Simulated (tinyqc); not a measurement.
Inside a calculation. Method: CCSD on RHF in the sto-3g basis, frozen core, for H2F+, spin multiplicity 1. One step of it, computed by the program tinyqc.

Task: Iteration 8 (converged): orbitals. Diagonalise F' = X^T F X, C = X C', fill 5 alpha and 5 beta electrons from the bottom; D = 2 C_occ C_occ^T. Each column has its largest component positive (the first on a tie).

converged F (hartree), lower triangle:
```
             1F 1s      1F 2s     1F 2px     1F 2py     1F 2pz      2H 1s      3H 1s
1F 1s   -26.605285
1F 2s    -6.786927  -3.641539
1F 2px    0.000000   0.000000  -1.041349
1F 2py    0.000000   0.000000   0.000000  -1.011781
1F 2pz   -0.022279  -0.111112   0.000000   0.000000  -1.019922
2H 1s    -1.248022  -1.260013   0.000000  -0.573047  -0.377547  -0.881874
3H 1s    -1.248022  -1.260013   0.000000   0.573047  -0.377547  -0.379957  -0.881874
```

X, lower triangle:
```
            1F 1s      1F 2s    1F 2px     1F 2py     1F 2pz      2H 1s     3H 1s
1F 1s    1.023968
1F 2s   -0.138677   1.175088
1F 2px   0.000000   0.000000  1.000000
1F 2py   0.000000   0.000000  0.000000   1.086527
1F 2pz  -0.005822   0.058550  0.000000   0.000000   1.022419
2H 1s    0.019074  -0.235217  0.000000  -0.193377  -0.090398   1.139242
3H 1s    0.019074  -0.235217  0.000000   0.193377  -0.090398  -0.076271  1.139242
```

Give: F' = X^T F X; orbital energies; coefficients C; D after iteration 8.

Result:

F' = X^T F X (hartree), lower triangle:
```
          1        2        3        4        5        6        7
1  -26.1233
2   -3.4463  -2.2351
3    0.0000   0.0000  -1.0413
4    0.0000   0.0000   0.0000  -0.7504
5   -0.0395   0.0374   0.0000   0.0000  -0.9450
6   -0.1700  -0.5204   0.0000  -0.4691  -0.2579  -0.3633
7   -0.1700  -0.5204   0.0000   0.4691  -0.2579  -0.0849  -0.3633
```

orbital energies (hartree): MO1 -26.6151, MO2 -2.0593, MO3 -1.2186, MO4 -1.0669, MO5 -1.0413, MO6 -0.0102, MO7 0.1897

coefficients C:
```
            MO1      MO2      MO3      MO4     MO5      MO6      MO7
1F 1s    0.9946  -0.2495   0.0000   0.0624  0.0000   0.1144   0.0000
1F 2s    0.0234   0.9399   0.0000  -0.3151  0.0000  -0.7286   0.0000
1F 2px   0.0000   0.0000   0.0000   0.0000  1.0000   0.0000   0.0000
1F 2py   0.0000   0.0000   0.7301   0.0000  0.0000   0.0000   0.8499
1F 2pz   0.0023   0.1029   0.0000   0.9009  0.0000  -0.4928   0.0000
2H 1s   -0.0044   0.0874   0.3376   0.1845  0.0000   0.7662  -0.8137
3H 1s   -0.0044   0.0874  -0.3376   0.1845  0.0000   0.7662   0.8137
```

D after iteration 8, lower triangle:
```
          1F 1s    1F 2s  1F 2px   1F 2py  1F 2pz    2H 1s   3H 1s
1F 1s    2.1108
1F 2s   -0.4618   1.9665
1F 2px   0.0000   0.0000  2.0000
1F 2py   0.0000   0.0000  0.0000   1.0660
1F 2pz   0.0658  -0.3742  0.0000   0.0000  1.6445
2H 1s   -0.0294   0.0478  0.0000   0.4929  0.3505   0.3113
3H 1s   -0.0294   0.0478  0.0000  -0.4929  0.3505  -0.1445  0.3113
```
